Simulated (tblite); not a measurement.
Compound: C3H8FOS (charge +1).
Numbering: `[CH3:1][S+:2]([CH3:3])(=[O:4])[CH2:5][F:6]` (hydrogens: H7, H8, H9 on C1; H10, H11, H12 on C3; H13, H14 on C5)
Bond orders are those of one Lewis drawing.

Computed with GFN2-xTB (tblite), gas phase: Langevin dynamics at 300 K from the optimised GFN2-xTB geometry, time step 0.5 fs, friction 0.01 fs⁻¹, 2000 steps.

Start geometry:
```
atom  x, y, z in Å
C1     -1.302   -1.054    0.000
S2      0.101   -0.097   -0.580
C3      1.527   -0.548    0.412
O4      0.332   -0.249   -1.973
C5     -0.276    1.659   -0.143
F6     -0.468    1.647    1.190
H7     -2.162   -0.818   -0.620
H8     -1.494   -0.801    1.038
H9     -1.068   -2.110   -0.102
H10     2.393   -0.003    0.044
H11     1.327   -0.297    1.449
H12     1.704   -1.615    0.302
H13    -1.190    1.985   -0.649
H14     0.574    2.300   -0.391
```

The statistics below take the 31 frames saved every 25 fs from 250 to 1000 fs; their kinetic temperature (all 3N coordinates) averages 323 K.

Problem. How do the bond lengths spread?

Solution. 
```tsv
bond	start (Å)	mean (Å)	standard deviation (Å)	shortest (Å)	longest (Å)
C1–S2	1.795	1.810	0.035	1.729	1.883
S2–C3	1.795	1.811	0.041	1.730	1.895
S2=O4	1.420	1.419	0.020	1.365	1.457
S2–C5	1.848	1.862	0.045	1.776	1.989
C5–F6	1.347	1.352	0.028	1.291	1.420
C1–H7	1.087	1.086	0.029	1.032	1.150
C1–H8	1.086	1.091	0.027	1.043	1.148
C1–H9	1.087	1.087	0.017	1.055	1.117
C3–H10	1.087	1.090	0.020	1.061	1.140
C3–H11	1.086	1.090	0.036	1.005	1.175
C3–H12	1.087	1.088	0.025	1.040	1.133
C5–H13	1.093	1.100	0.023	1.046	1.148
C5–H14	1.093	1.095	0.027	1.037	1.153
```

Problem. How far does each atom move about its mean position (frames aligned on the start, all atoms weighted alike), and what rms force does it feel?

Solution. 
| atom | rms displacement (Å) | rms force (eV/Å) |
| --- | --- | --- |
| C1 | 0.10 | 1.61 |
| S2 | 0.09 | 2.05 |
| C3 | 0.11 | 1.80 |
| O4 | 0.18 | 1.44 |
| C5 | 0.12 | 1.71 |
| F6 | 0.37 | 1.00 |
| H7 | 0.85 | 1.03 |
| H8 | 0.85 | 0.92 |
| H9 | 0.80 | 0.68 |
| H10 | 0.69 | 0.74 |
| H11 | 0.70 | 1.20 |
| H12 | 0.68 | 0.92 |
| H13 | 0.27 | 0.84 |
| H14 | 0.29 | 0.99 |

The displacements run from 0.09 to 0.85 Å.

Problem. Follow the torsion C1–S2–C5–F6 through every second one of these frames.

Solution. 
```csv
t (fs),C1–S2–C5–F6 (°)
250,69
300,71
350,54
400,46
450,53
500,48
550,43
600,57
650,46
700,72
750,77
800,50
850,24
900,31
950,42
1000,32
```

Largest departure from the start value over all these frames: C1–S2–C5–F6 34° (start 57°).

Problem. How widely does the potential energy scatter, against a harmonic estimate?

Solution. Mean 0.47 eV above the start, standard deviation 0.093 eV, range 0.29 to 0.69 eV. For 36 classical harmonic modes at 300 K the canonical values are 36kT/2 = 0.47 eV and kT·√(36/2) = 0.110 eV.

The run is classical and short, so these are rough statistics of one trajectory.

What follows is the cost of the whole dynamics run. The run took 9.9 s wall on one thread, AMD EPYC 7B13 (x86_64) (shared host), and the process peaked at 0.18 GiB of memory.
